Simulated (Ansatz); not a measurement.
# [HSO2]− (SMILES O=[SH][O-]) at MP2/STO-3G

What is the vertical ionisation energy of [HSO2]− at MP2/STO-3G? 

Program for the calculation: Ansatz 0.2.0.

### Step 1. The structure to begin with

[HSO2]− has 4 atoms, charge -1, and is taken as a singlet. SMILES: `O=[SH][O-]`. The shape is that of a GFN2-xTB optimisation.

Bond lengths: O1–S2 1.485 Å, S2–O3 1.486 Å, S2–H4 1.617 Å. Angles: O1–S2–O3 112.7°, O1–S2–H4 101.0°, O3–S2–H4 101.0°.

### Step 2. A single-point energy at MP2/STO-3G

File job.yaml:

```yaml
crystal:
  periodic: [false, false, false]
  atoms:
    - {symbol: O, position_ang: [-1.198220, 0.078790, 0.730410]}
    - {symbol: S, position_ang: [-0.199070, -0.294820, -0.302710]}
    - {symbol: O, position_ang: [1.007500, -0.941190, 0.274450]}
    - {symbol: H, position_ang: [0.389790, 1.157220, -0.702150]}
basis:
  gaussian:
    orbitals: STO-3G
total_charge: -1
correlation:
  method: mp2
  frozen_orbitals: {H: 0, O: 1, S: 5}
accuracy: high
```

Run with:

```
$ ansatz run job.yaml --threads 1 --pin off --max-ram 2610MiB --events-out events.jsonl --progress --plain --runs-dir runs
```

What it wrote:

```text
Warning: RAYON_NUM_THREADS=1 ignored (pool sized by the plan → 1); use --threads N
Functional definition: HF
  name "HF"
  exchange = exact_x
  correlation = 0
361 factors; integrals over basis functions are off by at most 3.3e-8 eV
mean field evaluation 1: about -14716.6080 eV, gradient 3.2e1 eV
mean field evaluation 2: about -14716.7293 eV, gradient 3.2e1 eV
mean field evaluation 4: about -14720.7240 eV, gradient 2.5e0 eV
mean field evaluation 8: about -14720.7807 eV, gradient 1.4e-4 eV
mean field -14720.78074312 eV, -540.9787142062 hartree, gradient 1.8e-8 eV, S^2 0.000000; 0 other end points of the search recorded, 0 dependent functions left out
7 core orbitals not correlated: weight in the atoms' cores, before any rotation towards them, 1.000 or more for the frozen orbitals, at most 0.000 for the correlated occupied ones
reference -14720.78074312 eV, -540.9787142062 hartree; 10, 10 occupied and 3, 3 virtual orbitals, 361 factors
second order -2.80203053 eV of doubles, -0.00000000 eV of singles
Total energy: -14723.58277366 eV, -541.0816869290 hartree
```

It took 0.12 s on 1 thread of Arm Neoverse V2, shared host.

### Step 3. Doublet neutral HSO2, same level

File input.yaml:

```yaml
crystal:
  periodic: [false, false, false]
  atoms:
    - {symbol: O, position_ang: [-1.198220, 0.078790, 0.730410]}
    - {symbol: S, position_ang: [-0.199070, -0.294820, -0.302710]}
    - {symbol: O, position_ang: [1.007500, -0.941190, 0.274450]}
    - {symbol: H, position_ang: [0.389790, 1.157220, -0.702150]}
basis:
  gaussian: {orbitals: STO-3G}
total_charge: 0
magnetization: {spin_polarized: true, initial_magnetization: 1}
correlation: {method: mp2, frozen_orbitals: {H: 0, O: 1, S: 5}}
accuracy: high
```

Run with:

```
$ ansatz run input.yaml --threads 1 --pin off --max-ram 2610MiB --events-out events.jsonl --progress --plain --runs-dir runs
```

What it wrote (excerpt; [...] marks lines left out):

```text
Warning: RAYON_NUM_THREADS=1 ignored (pool sized by the plan → 1); use --threads N
[... 2 set-up lines as earlier in the session ...]
[...]
361 factors; integrals over basis functions are off by at most 3.3e-8 eV
[...]
mean field -14725.20661187 eV, -541.1413618828 hartree, gradient 4.2e-8 eV, S^2 1.087248; 10 other end points of the search recorded, 0 dependent functions left out
7 core orbitals not correlated: weight in the atoms' cores, before any rotation towards them, 1.000 or more for the frozen orbitals, at most 0.000 for the correlated occupied ones
reference -14725.20661187 eV, -541.1413618828 hartree; 10, 9 occupied and 3, 4 virtual orbitals, 361 factors
second order -2.56639239 eV of doubles, -0.00000000 eV of singles
Total energy: -14727.77300426 eV, -541.2356750635 hartree
```

Run time: 0.46 s. Hardware: 1 thread of Arm Neoverse V2, shared host.

### Step 4. Outcome

At MP2/STO-3G, 7 core orbitals frozen:

```
                                                         quantity          value
                                    singlet [HSO2]−: total energy  -541.08169 Eh
     singlet [HSO2]−: correlation energy (7 core orbitals frozen)     -103.0 mEh
                               doublet neutral HSO2: total energy  -541.23568 Eh
doublet neutral HSO2: correlation energy (7 core orbitals frozen)      -94.3 mEh
          doublet neutral HSO2: ⟨S²⟩ of the reference determinant          1.087
              vertical ionisation energy (to the doublet neutral)      -4.190 eV
```

**Reading.** The species is unbound against losing an electron at this level, by 4.19 eV (−404 kJ/mol); missing correlation or diffuse functions can give that sign where the real anion is bound. In a minimal basis such a difference can be off by several eV, whatever the method. ⟨S²⟩ (doublet neutral HSO2) is 1.09 where a pure doublet has 0.75: the reference is spin-contaminated.
